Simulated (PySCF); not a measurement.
**fluoroethane: calculation against experiment**

**Measured values to compare with.**

From NIST CCCBDB Release 22 (SRD 101), experimental dipoles, for the gas: dipole moment 1.96 D.

The runs below try to reproduce these values; the comparison stands at the end.

Fluoroethane, C2H5F.
Atom-mapped SMILES: `[CH3:1][CH2:2][F:3]` (hydrogens: H4, H5, H6 on C1; H7, H8 on C2)

Geometry (GFN2-xTB, Å), atoms numbered from 1 in this order:
```
atom  x, y, z in Å
C1    -0.7788   -0.0127   -0.0500
C2     0.7357   -0.0615    0.0156
F3     1.2333    1.1453    0.4494
H4    -1.1900    0.2017    0.9335
H5    -1.0991    0.7654   -0.7383
H6    -1.1583   -0.9704   -0.3937
H7     1.1789   -0.2432   -0.9690
H8     1.0874   -0.8152    0.7279
```

The PySCF runs (gas phase, on this GFN2-xTB geometry; no spin–orbit coupling):

| level | job | basis functions | wall time |
| --- | --- | --- | --- |
| PBE0/pcSseg-1 | shieldings, charges and field gradients | 76 | 2.7 s |
| B3LYP/pcJ-1 | spin–spin couplings from 8 perturbed nuclei | 131 | 7.8 s |

Hardware: one thread, Arm Neoverse V2 (shared host).

**Comparison with experiment**

**Dipole moment.** Measured: 1.96 D (NIST CCCBDB Release 22 (SRD 101), experimental dipoles).

```csv
level,computed (D),computed − measured (D),% (from the printed values)
PBE0/pcSseg-1,1.89,-0.07,-4
B3LYP/pcJ-1,1.87,-0.09,-5
```

Closest is PBE0/pcSseg-1 (-0.07 D), furthest B3LYP/pcJ-1 (-0.09 D); one molecule doesn't rank methods. The computed dipoles belong to one fixed geometry; measured ones are averaged over vibrations unless marked μe. Magnitudes are compared, not signs.

The geometry is computed, not the measured one. Where a level misses, the cause wasn't examined.
